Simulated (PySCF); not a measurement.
# A workflow on C3H2NS− (SMILES N#C/C=C/[S-])

Wanted: a single-point energy (HF-D3(0)/def2-SVPD), then a single-point energy (PBE0-DH/def2-TZVPPD) of C3H2NS−. Input form: a Python script.

The results are computed with PySCF 2.14.0.

## Step 1: The molecule

C3H2NS− has 7 atoms, charge -1, and is taken as a singlet. As SMILES, `N#C/C=C/[S-]`. Geometry: relaxed at GFN2-xTB.

Bond lengths: N1–C2 1.160 Å, C2–C3 1.380 Å, C3–C4 1.366 Å, C4–S5 1.681 Å, C3–H6 1.083 Å, C4–H7 1.091 Å. Angles: N1–C2–C3 179.5°, C2–C3–C4 122.7°, C3–C4–S5 125.8°, C2–C3–H6 117.3°, C4–C3–H6 120.0°, C3–C4–H7 117.9°, S5–C4–H7 116.2°.

## Step 2: The energy at HF-D3(0)/def2-SVPD (density fitting with def2-universal-jkfit) (run 4)

File input.py:

```python
from pyscf import gto

molecule = gto.Mole()
molecule.atom = '''
N       -0.630940      -1.347440       2.109350
C       -0.248290      -0.930480       1.096320
C        0.215550      -0.441910      -0.107660
C       -0.022510       0.836750      -0.525150
S        0.502950       1.513930      -1.970730
H        0.788700      -1.118080      -0.730570
H       -0.605450       1.487230       0.128430
'''
molecule.max_memory = 1860
molecule.verbose = 3
molecule.charge = -1
molecule.basis = 'def2-svpd'
molecule.build()

mf = molecule.RHF()
mf = mf.density_fit(auxbasis='def2-universal-jkfit')
mf.disp = 'd3zero'
mf.kernel()

e_final = mf.e_tot
print('E(%s) = %.9f' % ('HF', e_final))
```

Run with:

```console
$ OMP_NUM_THREADS=1 python input.py
```

Log:

```text
converged SCF energy = -566.525577774758
E(HF) = -566.525577775
```

Run time: 2 s. Hardware: 1 thread of Arm Neoverse V2, shared host; peak memory 0.17 GiB.

## Step 3: The energy at PBE0-DH/def2-TZVPPD (density fitting) (run 6)

File input.py:

```python
# N#C/C=C/[S-]
from pyscf import gto, dft, mp

molecule = gto.M(
    atom='''
N     -0.630940    -1.347440     2.109350
C     -0.248290    -0.930480     1.096320
C      0.215550    -0.441910    -0.107660
C     -0.022510     0.836750    -0.525150
S      0.502950     1.513930    -1.970730
H      0.788700    -1.118080    -0.730570
H     -0.605450     1.487230     0.128430
''',
    spin=0,
    verbose=4,
    symmetry=True,
    basis='def2-tzvppd',
    max_memory=1860,
    charge=-1,
)

mf = dft.RKS(molecule, xc='0.5*HF + 0.5*PBE, 0.875*PBE')
mf = mf.density_fit()
mf.kernel()

pt = mp.MP2(mf, frozen=9).run()
energy = mf.e_tot + 0.125 * pt.e_corr
print('PT2 part  %.8f' % (0.125 * pt.e_corr))
print('E(%s) = %.9f' % ('PBE0-DH', energy))
```

Run with:

```console
$ OMP_NUM_THREADS=1 python input.py
```

Log:

```text
PySCF version 2.14.0

[INPUT] num. atoms = 7
[INPUT] num. electrons = 44
[INPUT] charge = -1
[INPUT] spin (= nelec alpha-beta = 2S) = 0
[INPUT] symmetry True subgroup None
[INPUT] Mole.unit = angstrom
[INPUT] Symbol           X                Y                Z      unit          X                Y                Z       unit  Magmom
[INPUT]  1 N     -0.630940000000  -1.347440000000   2.109350000000 AA   -1.192303801033  -2.546292569284   3.986093800851 Bohr   0.0
[INPUT]  2 C     -0.248290000000  -0.930480000000   1.096320000000 AA   -0.469200099468  -1.758352364385   2.071744544883 Bohr   0.0
[INPUT]  3 C      0.215550000000  -0.441910000000  -0.107660000000 AA    0.407330466150  -0.835088871707  -0.203447914571 Bohr   0.0
[INPUT]  4 C     -0.022510000000   0.836750000000  -0.525150000000 AA   -0.042537735064   1.581228334730  -0.992389674315 Bohr   0.0
[INPUT]  5 S      0.502950000000   1.513930000000  -1.970730000000 AA    0.950437754350   2.860913071763  -3.724139965464 Bohr   0.0
[INPUT]  6 H      0.788700000000  -1.118080000000  -0.730570000000 AA    1.490426994444  -2.112864985354  -1.380577214823 Bohr   0.0
[INPUT]  7 H     -0.605450000000   1.487230000000   0.128430000000 AA   -1.144134682118   2.810457384237   0.242697526178 Bohr   0.0

nuclear repulsion = 163.629812005004
point group symmetry = C1
symmetry origin: [0. 0. 0.]
symmetry axis x: [1. 0. 0.]
symmetry axis y: [0. 1. 0.]
symmetry axis z: [0. 0. 1.]
num. orbitals of irrep A = 233
number of shells = 83
number of NR pGTOs = 318
number of NR cGTOs = 233
basis = def2-tzvppd
ecp = {}

******** <class 'pyscf.df.df_jk.DFRKS'> ********
method = DFRKS
initial guess = minao
damping factor = 0
level_shift factor = 0
DIIS = <class 'pyscf.scf.diis.CDIIS'>
diis_start_cycle = 1
diis_space = 8
diis_damp = 0
SCF conv_tol = 1e-09
SCF conv_tol_grad = None
SCF max_cycles = 50
direct_scf = False
XC library pyscf.dft.libxc version 7.0.0
    S. Lehtola, C. Steigemann, M. J.T. Oliveira, and M. A.L. Marques.,  SoftwareX 7, 1–5 (2018)
XC functionals = 0.5*HF + 0.5*PBE, 0.875*PBE
    J. P. Perdew, K. Burke, and M. Ernzerhof.,  Phys. Rev. Lett. 77, 3865 (1996)
    J. P. Perdew, K. Burke, and M. Ernzerhof.,  Phys. Rev. Lett. 78, 1396 (1997)
    J. P. Perdew, K. Burke, and M. Ernzerhof.,  Phys. Rev. Lett. 77, 3865 (1996)
    J. P. Perdew, K. Burke, and M. Ernzerhof.,  Phys. Rev. Lett. 78, 1396 (1997)
radial grids:
    Treutler-Ahlrichs [JCP 102, 346 (1995); DOI:10.1063/1.469408] (M4) radial grids

becke partition: Becke, JCP 88, 2547 (1988); DOI:10.1063/1.454033
pruning grids: <function nwchem_prune>
grids dens level: 3
symmetrized grids: True
atomic radii adjust function: <function treutler_atomic_radii_adjust>
small_rho_cutoff = 0
Set gradient conv threshold to 3.16228e-05
Initial guess from minao.
tot grids = 94752
******** <class 'pyscf.df.df.DF'> ********
auxbasis = def2-tzvpp-jkfit
init E= -568.713422154129
  HOMO = -0.253658010574083  LUMO = -0.0777923512045291  gap/eV = 4.78555
cycle= 1 E= -568.013681734011  delta_E=  0.7  |g|= 0.474  |ddm|= 2.59
  HOMO = -0.0194299992296566  LUMO = 0.158673683267125  gap/eV = 4.84645
cycle= 2 E= -567.977946604289  delta_E= 0.0357  |g|= 0.68  |ddm|= 1.76
  HOMO = -0.0574676068847672  LUMO = 0.151855461988552  gap/eV = 5.69597
cycle= 3 E= -568.081782844915  delta_E= -0.104  |g|= 0.0965  |ddm|= 0.601
  HOMO = -0.0809148456096124  LUMO = 0.148318810382007  gap/eV = 6.23777
cycle= 4 E= -568.083923494419  delta_E= -0.00214  |g|= 0.0408  |ddm|= 0.185
  HOMO = -0.0781323561557943  LUMO = 0.149055049434717  gap/eV = 6.18208
cycle= 5 E= -568.084297293042  delta_E= -0.000374  |g|= 0.0104  |ddm|= 0.0728
  HOMO = -0.0778603223139272  LUMO = 0.14867271020371  gap/eV = 6.16428
cycle= 6 E= -568.084324988046  delta_E= -2.77e-05  |g|= 0.00343  |ddm|= 0.0188
  HOMO = -0.0778476226598548  LUMO = 0.148802331211151  gap/eV = 6.16746
cycle= 7 E= -568.084329095434  delta_E= -4.11e-06  |g|= 0.000985  |ddm|= 0.00729
  HOMO = -0.0778639392680844  LUMO = 0.14877455037891  gap/eV = 6.16715
cycle= 8 E= -568.08432945702  delta_E= -3.62e-07  |g|= 0.00032  |ddm|= 0.00219
  HOMO = -0.0778723554417733  LUMO = 0.148766849120062  gap/eV = 6.16717
cycle= 9 E= -568.084329517157  delta_E= -6.01e-08  |g|= 7.34e-05  |ddm|= 0.00124
  HOMO = -0.0778755866475941  LUMO = 0.148767847543536  gap/eV = 6.16728
cycle= 10 E= -568.084329521498  delta_E= -4.34e-09  |g|= 5.38e-05  |ddm|= 0.000252
  HOMO = -0.0778769825630482  LUMO = 0.148767293125672  gap/eV = 6.16730
cycle= 11 E= -568.084329522471  delta_E= -9.73e-10  |g|= 1.71e-05  |ddm|= 0.00011
  HOMO = -0.0778780916209629  LUMO = 0.148766219816499  gap/eV = 6.16731
Extra cycle  E= -568.084329522515  delta_E= -4.38e-11  |g|= 1.82e-05  |ddm|= 4.81e-05
converged SCF energy = -568.084329522515

******** <class 'pyscf.mp.dfmp2.DFRMP2'> ********
nocc = 13, nmo = 224
frozen orbitals 9
E(DFRMP2) = -569.136411968226  E_corr = -1.05208244571159
E(SCS-DFRMP2) = -569.108206739541  E_corr = -1.02387721702592
E_corr(same-spin) = -0.275332751339988
E_corr(oppo-spin) = -0.776749694371603
PT2 part  -0.13151031
E(PBE0-DH) = -568.215839828
```

It took 27 s on 1 thread of Arm Neoverse V2, shared host; peak memory 0.82 GiB.

## Step 4: Results

| quantity | value |
| --- | --- |
| run 4, HF-D3(0)/def2-SVPD: total energy | -566.52558 Eh |
| run 4, HF-D3(0)/def2-SVPD: HOMO energy | -3.36 eV |
| run 4, HF-D3(0)/def2-SVPD: LUMO energy | 6.00 eV |
| run 4, HF-D3(0)/def2-SVPD: HOMO–LUMO gap (to an unbound level, set by the basis) | 9.35 eV |
| run 4, HF-D3(0)/def2-SVPD: dispersion energy | -8.98 kJ/mol |
| run 6, PBE0-DH/def2-TZVPPD: total energy | -568.21584 Eh |
| run 6, PBE0-DH/def2-TZVPPD: HOMO energy (SCF part's orbitals) | -2.12 eV |
| run 6, PBE0-DH/def2-TZVPPD: LUMO energy (SCF part's orbitals) | 4.05 eV |
| run 6, PBE0-DH/def2-TZVPPD: HOMO–LUMO gap (to an unbound level, set by the basis) | 6.17 eV |

In words: Mulliken charges (run 4, HF-D3(0)/def2-SVPD) run from -0.91 on S5 to +0.28 on C2; in a basis this large or diffuse they mean little.
